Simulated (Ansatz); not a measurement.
**How far each method lies from UCCSDT(Q) for AsH⁻, quartet**

Geometry: that of the AsH⁻, doublet, kept fixed. The doublet lies 1.6 eV lower here.

```xyz
2

As    0.0000    0.0000    0.0000
H     0.0000    0.0000    1.5478
```

Basis aug-cc-pVTZ; Ansatz 0.2.0. Only valence electrons are correlated (noble-gas cores and the filled d shells of p-block atoms frozen), which leaves 7 electrons in 68 orbitals. R marks a restricted (for open shells ROHF) determinant, U an unrestricted one. Active spaces: valence = (7e, 5o) chosen from the atoms' valence shells. No spin–orbit coupling is included, and no scalar relativity. This anion state lies near or above the neutral species, so the extra electron is weakly bound or unbound and the energies hang on the diffuse functions.

Full CI isn't at hand for all of this; UCCSDT(Q) serves as the reference, and is uncertain by the last step of the cluster series or more. The frozen core follows each run's orbitals, which can shift R against U totals by a few meV for light atoms and by up to 0.1 eV past Ca.

```
UHF ⟨S²⟩                          : 3.771
T1 diagnostic (RCCSD)             : 0.0380
largest doubles amplitude (RCCSD) : 0.051
T1 diagnostic (UCCSD)             : 0.0366
```

```csv
level,E − E(UHF) (eV)
UMP2,-2.8322
UCCSD,-3.4218
UCCSD(T),-3.5536
```

Task: Estimate how far UCCSDT(Q) in aug-cc-pVTZ lies from UCCSD(T). The table doesn't fix it; the size of (T) and the diagnostics are the guide.

Result: UCCSDT(Q) in aug-cc-pVTZ lies 2.8 kJ/mol below UCCSD(T), which is 22 % of the (T) step (-12.7 kJ/mol). T1 is raised, but (T) still catches most of what CCSD lacks.

The other levels:

```json
{"level": "UCCSDT", "E − E(UCCSDT(Q)) (kJ/mol)": "0.4", "wall time": "–"}
```

Run but not shown, since their state, orbitals or frozen core can't be matched to the reference's or they repeat it: RHF, RMP2, RCCSD, RCCSD(T), BCCD(T), RCCSDT, RCCSDT(Q), CASSCF (valence space), NEVPT2 (valence space), MRCISD (valence space), MRCISD+Q (valence space).

Natural occupations of CASSCF (valence space) about the gap: 2.000 2.000 1.000 1.000 1.000; effectively unpaired electrons, Σ n²(2−n)², 3.00.
